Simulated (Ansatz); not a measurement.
**CHBN+ (triplet): wave-function methods side by side, def2-TZVPP**

The task here is to estimate one member of a computed series from the others.

Computed with Ansatz 0.2.0, Gaussian basis. Level: def2-TZVPP, core rule «outside noble gas», up to 3 orbitals frozen.

The runs, in order: UHF; ROHF; CCSD(T) on UHF.

2 further runs of the same task are left out: 2 set aside as unsound or not needed.

## The system

The geometry is a PBE0/def2-TZVP stationary point (not a proven minimum) of the parent state, kept for this charge and spin.

4 atoms, charge 1, spin multiplicity 3.

Atoms are counted from 1 here; the program's logs count them from 0.

Bond lengths: B1–C2 1.436 Å, B1–H4 1.169 Å, C2–N3 1.171 Å. Angles: C2–B1–H4 180.0°, B1–C2–N3 180.0°.

The first run:

The input, in.yaml:

```yaml
crystal:
  periodic: [false, false, false]
  atoms:
    - {symbol: B, position_ang: [0.000000, 0.000000, 0.718600]}
    - {symbol: C, position_ang: [0.000000, 0.000000, -0.717200]}
    - {symbol: N, position_ang: [0.000000, 0.000000, -1.888600]}
    - {symbol: H, position_ang: [0.000000, 0.000000, 1.887200]}
basis:
  gaussian: {orbitals: def2-TZVPP}
total_charge: 1
magnetization: {spin_polarized: true, initial_magnetization: 2}
hamiltonian: {xc: hf}
output: {orbitals: {seedname: orbitals}}
```

Run with:

```sh
$ ansatz run in.yaml --threads 1 --pin off --events-out ev --progress --plain --max-ram 4096MiB --backend cpu
```

Among the steps run: UHF; ROHF; CCSD(T) on UHF.

One table of the session follows, with a row left open; its other results are not shown here.

```
  method  from UCCSD(T) (meV)
    ROHF             +10333.9
     UHF             +10128.3
    UMP2                    ?
   UCCSD               +428.2
UCCSD(T)                    0
```

Q: Estimate the row for UMP2 from the others.

The run gave: from UCCSD(T) (meV): +1445.5. In the column «from UCCSD(T) (meV)» it lies between UCCSD (+428.2) and UHF (+10128.3).
